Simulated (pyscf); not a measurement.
`[OH2]` + `[OH][SiH]([OH])[F]` -> `[OH][SiH]([OH])[OH]` + `[FH]`, a four-centre exchange (singlet surface; H–O, F–Si broken, O–Si, F–H formed). Single points on ωB97X-D3(BJ)/def2-SVP structures (PySCF, gas phase). Energies in eV from the separated reactants.

Small-basis levels: PySCF, no dispersion term, spherical d functions. AM1 to PM7: differences of heats of formation from MOPAC, which are fitted to 298 K values and so differ in kind from electronic energies by zero-point and thermal terms. Cost: rough CPU time at the saddle relative to B3LYP/6-31G*, from one job on a shared machine.

```csv
level,barrier,reaction energy,cost
SVWN5/6-31G*,___,+0.68,1
BP86/6-31G*,0.64,+0.72,2
PBE/6-31G*,0.55,+0.74,2
B3LYP/STO-3G,-0.53,+0.52,0.5
B3LYP/LANL2DZ,0.37,+0.31,0.8
B3LYP/6-31G*,0.85,+0.75,1
M06-2X/6-31G*,0.74,+0.65,3
B3LYP/6-311+G**,___,+0.41,2
PBE/def2-SVP,0.40,+0.52,2
PM3,2.27,+0.31,under 0.02
PM6,1.60,+0.68,under 0.02
PM7,2.59,+0.87,under 0.02
ωB97M-D3(BJ)/def2-TZVP,___,+0.46,–
```

**Question.** Some entries are withheld; supply them.

**Answer.** 
- SVWN5/6-31G*, barrier: -0.04
- B3LYP/6-311+G**, barrier: 1.06
- ωB97M-D3(BJ)/def2-TZVP, barrier: 0.96

Against the last row the barrier runs from -1.49 (B3LYP/STO-3G) to +1.63 eV (PM7). At SVWN5/6-31G*, BP86/6-31G*, PBE/6-31G*, B3LYP/STO-3G, PBE/def2-SVP this geometry lies under one side, so the entry may be no barrier of that level: it is a single point on another level's saddle. ωB97M-D3(BJ)/def2-TZVP has limits of its own. On the product side the descent ends in a bound adduct, 0.47 eV under the separated species and 1.00 eV under the saddle at ωB97X-D3(BJ)/def2-TZVP. One saddle was located; it need not be the lowest between these sides.
